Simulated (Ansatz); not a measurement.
Two structures of CH8SSi, closed shell, reached by relaxing down either side of one saddle point (PBE0-D4/def2-TZVP). Energies are electronic, without zero-point energy. Computed with Ansatz 0.2.0 (basis: def2-TZVPP and def2-QZVPP); correlated methods freeze the cores. Extrapolation: Hartree–Fock as exp(−7.88 √X), correlation as X^−2.97. First:

Si1  (-0.938, 0.628, -0.411)
H2  (0.170, 1.365, -1.080)
H3  (-1.148, -0.647, -1.152)
H4  (-2.176, 1.443, -0.549)
C5  (-0.541, 0.303, 1.384)
H6  (2.343, -0.326, -1.324)
S7  (2.380, -1.531, -0.734)
H8  (-1.356, -0.239, 1.870)
H9  (0.369, -0.296, 1.464)
H10  (-0.387, 1.240, 1.923)
H11  (1.284, -1.942, -1.391)
(Å)

Second:

```xyz
11
angstrom
Si -0.6655 -0.6378 -0.2912
H 1.5073 2.5167 -0.9213
H -1.6409 -1.7607 -0.3039
H -1.1257 0.3801 -1.2728
C -0.5032 0.0933 1.4144
H 1.6461 1.7906 -1.0324
S 1.2842 -1.3496 -0.8336
H -1.4704 0.4684 1.7576
H -0.1556 -0.6575 2.1273
H 0.2056 0.9239 1.4127
H 0.9181 -1.7674 -2.0566
```

Question: Which bonds change from the first to the second?

Answer: CH₆Si ([CH3][SiH3]) + H₂S → CH₆SSi ([CH3][SiH2][SH]) + H₂; bonds formed: Si1–S7, H2–H6; bonds broken: Si1–H2, H6–S7.

Question: Give the saddle point's structure and its height above each. (An estimate is asked for; the value comes from the calculation.)

Answer: By the calculation: 49.88 kcal/mol above the first and 58.44 kcal/mol above the second (CCSD(T) at an estimated basis limit (MP2 extrapolated from triple and quadruple zeta, plus CCSD(T) − MP2 in triple zeta)).
```
11
angstrom
Si -0.5676 0.0758 -0.4213
H 0.5355 1.2103 -1.1149
H -1.1695 -1.1234 -1.0575
H -1.5267 1.1519 -0.8516
C -0.4143 0.1795 1.4278
H 1.1322 0.4914 -0.9843
S 1.6533 -1.1303 -0.5612
H -1.3170 0.6194 1.8570
H -0.2437 -0.8099 1.8535
H 0.4336 0.8130 1.7000
H 1.4842 -1.4780 -1.8473
```

T1 diagnostic: at most 0.013.

Labels in which every atom is bracketed show which atoms are joined, not bond orders.

For scale, one of the runs: CCSD(T)/def2-TZVPP, 227 basis functions, launched by `ansatz run in.yaml --threads 4 --pin off --events-out ev --progress --plain --max-ram 9574MiB`. Time: 46 s of wall clock on 4 CPU threads of an Arm Neoverse V2; the host was shared. Peak host memory: 3.5 GiB.
